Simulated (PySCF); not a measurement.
fluorine (F2), SMILES FF. Atoms are numbered in the order given.

```xyz
2

F      0.0000     0.0000    -0.6981
F      0.0000     0.0000     0.6981
```

Geometry optimised at B3LYP-D3(BJ)/def2-TZVPD.

Method: PBE0/pcSseg-2 (PySCF).

GIAO shieldings, no solvent; atoms alike by connectivity are averaged. δ = σ(ref) − σ: ¹⁹F against CFCl3 (σ = 165.8 ppm), references at their B3LYP-D3(BJ)/def2-TZVP geometries, non-relativistic.

| nucleus | atoms | count | δ (ppm) |
|---|---|---|---|
| ¹⁹F | F1, F2 | 2 | 359.9 |
